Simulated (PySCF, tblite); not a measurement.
**C₄H₈ClF: a rotation path, then NMR shifts on frames**

How do NMR shifts of C₄H₈ClF (`CC(C)[C@H](F)Cl`) change as the atoms move?

Computed with tblite 0.8.0 and PySCF 2.14.0, with density-fitted response routines of our own, on a single molecule in the gas phase. Atoms count from 0, in the outputs and in this text.

### 1 The molecule as given

14 atoms, charge 0, multiplicity 1; geometry from: GFN2-xTB.

Bonds of the start (Å): C0–C1 1.53, C1–C2 1.53, C1–C3 1.53, C3–F4 1.36, C3–Cl5 1.78, C0–H6 1.09, C0–H7 1.09, C0–H8 1.09, C1–H9 1.10, C2–H10 1.09, C2–H11 1.09, C2–H12 1.09, C3–H13 1.10.

### 2 The rotation path with GFN2-xTB

What the job is given:

```
{"job": {"kind": "neb", "xc": "GFN2-xTB", "basis": "xTB", "atoms": [2, 1, 3, 4], "turn": 120}, "charge": 0, "multiplicity": 1}
C     -1.369916     0.508130    -0.221830
C     -0.004296    -0.141207    -0.419568
C      0.175256    -1.361954     0.479305
C      1.102873     0.882931    -0.186010
F      2.317241     0.352810    -0.500688
Cl     1.173341     1.426176     1.511459
H     -2.156075    -0.212360    -0.429733
H     -1.495842     1.357748    -0.889006
H     -1.477854     0.852603     0.803481
H      0.101222    -0.455131    -1.465167
H     -0.563050    -2.119264     0.228779
H      0.050120    -1.086070     1.523208
H      1.167719    -1.786122     0.346857
H      0.978584     1.781237    -0.803252
```

Level: GFN2-xTB climbing-image nudged elastic band, gas phase.

Run with:

```console
$ OMP_NUM_THREADS=1 python probes_run.py task.json out
```

The driver reads the jobs from task.json and runs them one after another.

What it wrote:

```text
image   E - E0 / eV
  0       0.0000
  1       0.0203
  2       0.0684
  3       0.1141
  4       0.1345
  5       0.1197
  6       0.0755
  7       0.0237
  8      -0.0044
```

It took 5 s on 1 thread of Intel Xeon at 2.50GHz, shared host; peak memory 0.18 GiB.

The final band, with the dihedral C2–C1–C3–F4:

| image | dihedral (°) | energy (eV) | energy (kcal/mol) |
| --- | --- | --- | --- |
| 0 | 62 | 0.000 | 0.0 |
| 1 | 75 | 0.020 | 0.5 |
| 2 | 89 | 0.068 | 1.6 |
| 3 | 104 | 0.114 | 2.6 |
| 4 | 119 | 0.135 | 3.1 |
| 5 | 135 | 0.120 | 2.8 |
| 6 | 150 | 0.075 | 1.7 |
| 7 | 165 | 0.024 | 0.5 |
| 8 | 180 | -0.004 | -0.1 |

### 3 Shielding tensors: image 0, PBE0/pcSseg-1

What the job is given:

```
{"job": {"kind": "nmr", "xc": "PBE0", "basis": "pcSseg-1", "pop": false}, "charge": 0, "multiplicity": 1}
C     -1.369900     0.508100    -0.221800
C     -0.004300    -0.141200    -0.419600
C      0.175300    -1.362000     0.479300
C      1.102900     0.882900    -0.186000
F      2.317200     0.352800    -0.500700
Cl     1.173300     1.426200     1.511500
H     -2.156100    -0.212400    -0.429700
H     -1.495800     1.357700    -0.889000
H     -1.477900     0.852600     0.803500
H      0.101200    -0.455100    -1.465200
H     -0.563100    -2.119300     0.228800
H      0.050100    -1.086100     1.523200
H      1.167700    -1.786100     0.346900
H      0.978600     1.781200    -0.803300
```

Method: GIAO PBE0/pcSseg-1 NMR shielding, non-relativistic, gas phase.

What it wrote:

```text
coarse grid: 12016 points
cycle   1  E = -716.6911604613  dE =  5.348e-01  |g| = 5.891e-01  |ddm| = 3.086e+00
cycle   2  E = -716.6389899327  dE =  5.217e-02  |g| = 8.232e-01  |ddm| = 9.260e-01
cycle   3  E = -716.7618220114  dE = -1.228e-01  |g| = 6.970e-02  |ddm| = 5.433e-01
cycle   4  E = -716.7626903721  dE = -8.684e-04  |g| = 3.153e-02  |ddm| = 7.385e-02
cycle   5  E = -716.7629000101  dE = -2.096e-04  |g| = 5.173e-03  |ddm| = 2.896e-02
cycle   6  E = -716.7629057073  dE = -5.697e-06  |g| = 1.604e-03  |ddm| = 6.349e-03
final grid: 111160 points
cycle   7  E = -716.8047057156  dE = -4.357e-05  |g| = 8.607e-03  |ddm| = 2.578e-02
cycle   8  E = -716.8046960995  dE =  9.616e-06  |g| = 1.105e-02  |ddm| = 1.509e-02
cycle   9  E = -716.8047221410  dE = -2.604e-05  |g| = 1.211e-03  |ddm| = 8.712e-03
cycle  10  E = -716.8047223547  dE = -2.137e-07  |g| = 3.087e-04  |ddm| = 1.038e-03
cycle  11  E = -716.8047223718  dE = -1.715e-08  |g| = 5.677e-05  |ddm| = 2.211e-04
cycle  12  E = -716.8047223725  dE = -6.862e-10  |g| = 1.447e-05  |ddm| = 6.619e-05
converged SCF energy = -716.8047223725

GIAO shielding tensors (ppm)
atom      isotropic    diamagn.    paramagn.     s11        s22        s33       span
  0 C      167.377     247.683     -80.305    155.376    158.248    188.507     33.131
  1 C      147.162     246.673     -99.511    135.155    145.369    160.961     25.806
  2 C      171.780     246.896     -75.116    161.808    165.047    188.485     26.678
  3 C       69.394     243.323    -173.929     34.423     71.672    102.087     67.664
  4 F      320.905     472.763    -151.859    236.132    313.568    413.014    176.882
  5 Cl     771.106    1146.740    -375.634    501.731    778.278   1033.308    531.577
  6 H       30.735      29.809       0.925     26.170     28.281     37.753     11.584
  7 H       30.856      29.866       0.990     26.419     27.888     38.261     11.842
  8 H       30.726      29.890       0.836     26.285     31.068     34.825      8.540
  9 H       29.580      31.367      -1.787     26.363     27.134     35.244      8.882
 10 H       30.937      29.743       1.194     26.321     28.447     38.043     11.722
 11 H       30.401      29.714       0.686     25.706     30.672     34.823      9.117
 12 H       30.287      29.470       0.817     25.109     28.618     37.134     12.024
 13 H       25.332      29.191      -3.859     23.098     23.976     28.922      5.825
```

Wall time 43 s (1 thread of Intel Xeon at 2.50GHz, shared host); peak memory 0.72 GiB.

Shifts follow as δ = σ(reference) − σ, with reference shieldings (ppm) from runs at the same level and on the same kind of geometry: 1H TMS 31.72, 13C TMS 186.9, 19F CFCl3 170.9, 35Cl HCl 950. The references are single molecules in the gas phase, so shifts against H2O, NH3, PH3, H3PO4 or CFCl3 are not on the usual liquid scales and can be off by tens of ppm. Each atom is listed at this fixed geometry, with no averaging over motion; a spectrum would average atoms that exchange fast.

```
atoms                               environment  σ (ppm)  δ (ppm)
   C3                 sp3 CH bonded to Cl and F     69.4    117.5
   C1                                    sp3 CH    147.2     39.8
   C0                             methyl carbon    167.4     19.5
   C2                             methyl carbon    171.8     15.1
  H13  hydrogen on an sp3 CH bonded to Cl and F    25.33     6.39
   H9                     hydrogen on an sp3 CH    29.58     2.14
  H12               hydrogen on a methyl carbon    30.29     1.43
  H11               hydrogen on a methyl carbon    30.40     1.32
   H8               hydrogen on a methyl carbon    30.73     0.99
   H6               hydrogen on a methyl carbon    30.73     0.98
   H7               hydrogen on a methyl carbon    30.86     0.86
  H10               hydrogen on a methyl carbon    30.94     0.78
   F4                 fluorine on an sp3 carbon    320.9   -150.0
  Cl5                      chlorine bonded to C      771      179
```

Orbitals, density, ELF and potential are computed afterwards from the orbital file.

Frontier orbitals at PBE0/pcSseg-1, with the share of their density that lies nearest to each atom:

| orbital | energy (eV) | lies on |
| --- | --- | --- |
| HOMO | -8.67 | Cl5 69 %; H13 8 %; C1, C3 about 6 % each |
| LUMO | 0.95 | Cl5 40 %; C3 31 %; H13 14 % |

ELF in a plane through or near 8 of the atoms.

Values, 10 rows by 14 columns:
```
0.00 0.00 0.00 0.00 0.00 0.00 0.00 0.00 0.00 0.00 0.00 0.00 0.00 0.00
0.00 0.00 0.00 0.00 0.00 0.03 0.04 0.01 0.02 0.00 0.00 0.00 0.00 0.00
0.00 0.00 0.00 0.00 0.35 0.99 0.92 0.28 0.94 0.86 0.01 0.00 0.00 0.00
0.00 0.00 0.00 0.00 0.11 0.97 0.96 0.46 1.00 0.93 0.01 0.00 0.00 0.00
0.00 0.00 0.13 0.95 0.75 0.07 0.71 0.90 0.15 0.11 0.62 0.25 0.00 0.00
0.00 0.00 0.59 0.99 0.99 0.57 0.80 0.40 0.82 0.67 0.82 0.66 0.05 0.00
0.00 0.00 0.02 0.14 0.72 0.94 0.37 0.23 0.84 0.62 0.18 0.21 0.00 0.00
0.00 0.00 0.00 0.14 0.98 1.00 0.44 0.27 1.00 0.96 0.03 0.00 0.00 0.00
0.00 0.00 0.00 0.00 0.04 0.11 0.00 0.01 0.16 0.08 0.00 0.00 0.00 0.00
0.00 0.00 0.00 0.00 0.00 0.00 0.00 0.00 0.00 0.00 0.00 0.00 0.00 0.00
```
The map spans 9.8 Å across and 9.3 Å up, centred on the molecule. Atoms in the plane (x, y in Å): C0 (-1.3, -0.7), C1 (-0.1, 0.0), C3 (1.2, -0.8), H6 (-2.2, -0.1), H7 (-1.4, -1.7), H10 (-0.8, 2.0), H12 (1.0, 1.9), H13 (1.1, -1.8).

log10 of the density (e/Å³) in the same plane.

Ten even steps from '0' (-4.0) to '9' (1.1):
```
0000000000000000000000000000
0000000000001110000000000000
0000000011233332221100000000
0000000123444444443210000000
0000001234566656554321000000
0000001245788777875432000000
0000012345678888876532100000
0000123345667888765444320000
0001345565667887656666542000
0012356777778887767887653100
0012456788888888878898653200
0012346788887778998888653100
0001335678876667887765542000
0001234577876567887654320000
0000123466665456776543210000
0000012344443344554422000000
0000001223322223333211000000
0000000011111111111100000000
0000000000000000000000000000
0000000000000000000000000000
```
The map spans 9.8 Å across and 9.3 Å up, centred on the molecule. Atoms in the plane (x, y in Å): C0 (-1.3, -0.7), C1 (-0.1, 0.0), C3 (1.2, -0.8), H6 (-2.2, -0.1), H7 (-1.4, -1.7), H10 (-0.8, 2.0), H12 (1.0, 1.9), H13 (1.1, -1.8).

On the surface of density 0.002 e/bohr³ the electrostatic potential runs, from the 1st to the 99th percentile, from -0.90 V near F4 to 1.19 V near H13.

### 4 NMR shieldings: image 2, PBE0/pcSseg-1

What the job is given:

```
{"job": {"kind": "nmr", "xc": "PBE0", "basis": "pcSseg-1", "pop": false}, "charge": 0, "multiplicity": 1}
C     -1.368300     0.487800    -0.317200
C      0.015200    -0.152000    -0.390900
C      0.130000    -1.334200     0.567900
C      1.102500     0.903100    -0.158200
F      2.206700     0.614000    -0.904700
Cl     1.639100     1.035300     1.536900
H     -2.134600    -0.253900    -0.528200
H     -1.462100     1.288300    -1.047800
H     -1.547600     0.896500     0.673900
H      0.183000    -0.510100    -1.413600
H     -0.572400    -2.113000     0.283300
H     -0.096900    -1.016300     1.581700
H      1.134000    -1.750400     0.552200
H      0.770800     1.904300    -0.457300
```

Level: GIAO PBE0/pcSseg-1 NMR shielding, non-relativistic, gas phase.

What it wrote:

```text
coarse grid: 12016 points
cycle   1  E = -716.6853043291  dE =  5.297e-01  |g| = 5.941e-01  |ddm| = 3.095e+00
cycle   2  E = -716.6302933541  dE =  5.501e-02  |g| = 8.372e-01  |ddm| = 9.240e-01
cycle   3  E = -716.7569505457  dE = -1.267e-01  |g| = 7.002e-02  |ddm| = 5.409e-01
cycle   4  E = -716.7578368757  dE = -8.863e-04  |g| = 3.153e-02  |ddm| = 7.414e-02
cycle   5  E = -716.7580479612  dE = -2.111e-04  |g| = 5.205e-03  |ddm| = 2.876e-02
cycle   6  E = -716.7580537812  dE = -5.820e-06  |g| = 1.573e-03  |ddm| = 6.238e-03
final grid: 111160 points
cycle   7  E = -716.8001015914  dE = -4.486e-05  |g| = 8.867e-03  |ddm| = 2.580e-02
cycle   8  E = -716.8000909207  dE =  1.067e-05  |g| = 1.153e-02  |ddm| = 1.537e-02
cycle   9  E = -716.8001189646  dE = -2.804e-05  |g| = 1.216e-03  |ddm| = 8.882e-03
cycle  10  E = -716.8001191845  dE = -2.200e-07  |g| = 3.133e-04  |ddm| = 1.021e-03
cycle  11  E = -716.8001192026  dE = -1.803e-08  |g| = 5.835e-05  |ddm| = 2.288e-04
cycle  12  E = -716.8001192033  dE = -7.303e-10  |g| = 1.450e-05  |ddm| = 6.544e-05
converged SCF energy = -716.8001192033

GIAO shielding tensors (ppm)
atom      isotropic    diamagn.    paramagn.     s11        s22        s33       span
  0 C      166.346     247.832     -81.486    147.206    163.332    188.499     41.293
  1 C      146.723     246.393     -99.670    130.592    144.059    165.518     34.926
  2 C      167.768     246.612     -78.844    157.594    164.117    181.595     24.001
  3 C       67.862     242.639    -174.777     36.284     69.623     97.678     61.394
  4 F      307.770     472.243    -164.472    210.891    314.511    397.908    187.016
  5 Cl     755.555    1146.635    -391.079    502.883    750.714   1013.069    510.187
  6 H       30.714      29.812       0.902     26.056     28.465     37.621     11.565
  7 H       30.658      29.933       0.726     26.178     28.010     37.787     11.609
  8 H       30.930      30.048       0.882     26.882     30.020     35.889      9.007
  9 H       29.505      31.384      -1.879     26.156     27.789     34.570      8.415
 10 H       30.787      29.602       1.185     26.185     28.277     37.900     11.714
 11 H       30.534      29.795       0.738     26.369     30.469     34.763      8.393
 12 H       30.266      29.454       0.813     25.518     28.560     36.722     11.204
 13 H       25.487      29.170      -3.683     23.566     24.465     28.431      4.865
```

It took 34 s on 1 thread of Intel Xeon at 2.50GHz, shared host; peak memory 0.75 GiB.

This run: δ C3 119.1, C1 40.2, C0 20.6, C2 19.2, H13 6.23, H9 2.21 ppm.

[end of part 1 of 2]
